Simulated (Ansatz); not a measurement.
Geometry optimisation, RKS B3LYP-D4/def2-SVP in Ansatz.

Input file:

```yaml
crystal:
  periodic: [false, false, false]
  atoms:
    - { symbol: "N", position_ang: [-0.61592, 0.71232, -0.85118] }
    - { symbol: C, position_ang: [-0.03409, 0.3135, 0.53952] }
    - { symbol: "N", position_ang: [0.83142, -0.93734, 0.19662] }
    - { symbol: H, position_ang: [-1.3731, 0.04302, -1.02875] }
    - { symbol: H, position_ang: [-1.08532, 1.60522, -0.67844] }
    - { symbol: H, position_ang: [0.78215, 1.11118, 0.66778] }
    - { symbol: H, position_ang: [-0.38125, -0.1716, 1.4518] }
    - { symbol: H, position_ang: [0.16208, -1.70795, 0.08925] }
total_charge: -1
basis:
  gaussian: { orbitals: def2-SVP }
hamiltonian:
  xc: b3lyp
  dispersion: d4
relax:
  f_tol: 0.02
  max_steps: 50
```

Command:

```bash
$ ansatz run input.yaml --threads 1 --pin off --max-ram 2048MiB --backend cpu --events-out ev --progress --plain --runs-dir out
```

Task: Where does it end, and by what steps?

Result: The forces met the threshold. Limits of this set-up: an anion without diffuse functions, the dipole of an ion depends on the origin. After 19 steps the energy has fallen by 1.981 eV; H5 moved furthest, 1.34 Å.

| step | energy less start (eV) | largest force component (eV/Å) | accepted |
| --- | --- | --- | --- |
| 0 | 0.0000 | 4.699 | yes |
| 1 | -1.2152 | 2.352 | yes |
| 2 | -1.6040 | 1.518 | yes |
| 3 | -1.7116 | 0.629 | yes |
| 4 | -1.7362 | 0.319 | yes |
| 5 | -1.7622 | 0.251 | yes |
| 6 | -1.7725 | 0.332 | yes |
| 7 | -1.7818 | 0.462 | yes |
| 8 | -1.7883 | 0.879 | yes |
| 9 | -1.8143 | 0.753 | yes |
| 10 | -1.8713 | 0.399 | yes |
| 11 | -1.9199 | 0.434 | yes |
| 12 | -1.9185 | 1.268 | no |
| 13 | -1.9435 | 0.349 | yes |
| 14 | -1.9646 | 0.209 | yes |
| 15 | -1.9776 | 0.173 | yes |
| 16 | -1.9802 | 0.098 | yes |
| 17 | -1.9800 | 0.119 | no |
| 18 | -1.9807 | 0.028 | yes |
| 19 | -1.9809 | 0.011 | yes |

```xyz
8
Properties=species:S:1:pos:R:3
N -0.803 0.980 -0.526
C 0.194 0.244 0.425
N 0.540 -1.065 0.130
H -0.485 0.614 -1.437
H -1.670 0.434 -0.410
H 1.095 0.909 0.387
H -0.292 0.484 1.436
H -0.294 -1.632 0.382
```

Whether the end is a true minimum wasn't checked by a vibrational analysis.

Run time: 60 s on 1 thread of Arm Neoverse N1, on a shared host, peak memory 0.12 GiB.
